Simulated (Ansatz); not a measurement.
`NC(F)=C=O` + H₂ → `O=C=CF` + NH₃ at 600 K and 1 bar (hydrogenolysis of a C–N bond).

Calculated with Ansatz (gas phase, PBE0-D4/def2-TZVP geometries, no zero-point term in ΔE). CBS: MP2 limit from def2 TZ/QZ plus the TZ coupled-cluster correction, frozen cores. This one scheme is used for every species. One conformer a species, not always the lowest.

```
    species  CCSD(T)/CBS energy (Eh)  H − E (kJ/mol)  S (J/(mol·K))
`NC(F)=C=O`               -306.89773           157.6          364.0
         H₂                 -1.17544            43.9          150.8
   `O=C=CF`               -251.58851           100.1          318.6
        NH₃                -56.50880           112.4          219.5
```

H − E and S are ideal-gas, rigid-rotor, harmonic terms from PBE0-D4/def2-TZVP, for one conformer and one mirror image of each species. The MP2-based limit puts H₂ 0.8 mEh under its directly extrapolated value; such offsets cancel only in part. 1 Eh = 2625.50 kJ/mol, R = 8.31446 J/(mol·K).

**Question.** By hand: ΔE, ΔH, ΔS and ΔG.

**Answer.** ΔE = (-251.58851) + (-56.50880) − (-306.89773) − (-1.17544) = -0.02414 Eh = -63.4 kJ/mol. Δ(H − E) = 100.1 + 112.4 − 157.6 − 43.9 = 11.0, so ΔH = -52.4 kJ/mol. ΔS = 318.6 + 219.5 − 364.0 − 150.8 = 23.3 J/(mol·K). ΔG = -52.4 − 600 × (23.3)/1000 = -66.4 kJ/mol.

**Question.** By hand: the equilibrium constant, and the temperature at which ΔG would vanish if ΔH and ΔS stayed fixed.

**Answer.** log₁₀ K = −ΔG/(RT ln 10) = 5.8. ΔH and −TΔS have one sign here, so there is no such temperature.

ΔH outweighs TΔS. A doubt of 5 kJ/mol in ΔE shifts log₁₀ K by 0.4 here. Other conformers and mirror images would add mixing entropy, several J/(mol·K) or more a flexible species. These are equilibria of isolated gas molecules and say nothing of rates. Largest T1 diagnostic: 0.016 (customary marks: 0.02 for closed shells, 0.045 for open ones).
